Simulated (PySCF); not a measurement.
methyl isocyanide, C2H3N, SMILES [C-]#[N+]C, point group C3v.

Level: B3LYP/pcSseg-1 in PySCF (density fitting, grid level 2); geometry and Hessian at that level, cubic constants and property derivatives from steps of ±0.6 along each species' dimensionless normal coordinates, second-order vibrational perturbation theory. The parent has the commonest isotopes.

Equilibrium geometry (Å):

```tsv
atom	x	y	z
C1	2.1092	0.0131	-0.0346
N2	0.9401	0.0066	-0.0234
C3	-0.4806	-0.0014	-0.0098
H4	-0.8566	-0.6099	-0.8375
H5	-0.8407	-0.4202	0.9346
H6	-0.8588	1.0197	-0.1156
```

How much do zero-point and thermal motion change the parent's shieldings?


| atom | σe (ppm) | anharmonic part, 0 K | harmonic part, 0 K | Δσ at 0 K | Δσ at 300 K | Δσ at 350 K |
| --- | --- | --- | --- | --- | --- | --- |
| C1 | -2.86 | 0.19 | -4.47 | -4.29 | -6.34 | -6.97 |
| N2 | 84.26 | 0.07 | -3.99 | -3.92 | -4.84 | -5.11 |
| C3 | 153.52 | -1.81 | -1.95 | -3.76 | -4.04 | -4.12 |
| H4 | 28.37 | -0.27 | -0.36 | -0.64 | -0.65 | -0.66 |

And the bond lengths, in the parent and with ²H at 4?


```tsv
bond	re (Å)	⟨r⟩ at 0 K	between mean positions	⟨r⟩, labelled
C1–N2	1.1692	1.1746	1.1682	1.1745
N2–C3	1.4208	1.4284	1.4251	1.4285
C3–H4	1.0940	1.1155	1.1038	1.1096
```

What are the dipole moments?

3.809 D at equilibrium; averaged at 0 K: parent 3.764 D; ²H at 4 3.767 D; ¹⁵N at 2 3.765 D; ¹⁵N at 2, ²H at 4 3.767 D; ¹³C at 1 3.764 D; ¹³C at 3 3.764 D; ²H at 4, ²H at 5, ²H at 6 3.772 D. Measured: 3.85 D (NIST CCCBDB Release 22 (SRD 101), experimental dipoles).

The study (211 SCF points, 66 basis functions) took 6.8 min on 1 thread of Intel Xeon 6975P-C, on a host shared with other jobs (rough), peak memory 0.37 GiB, launched as `OMP_NUM_THREADS=1 python ens_run.py task.json out`.
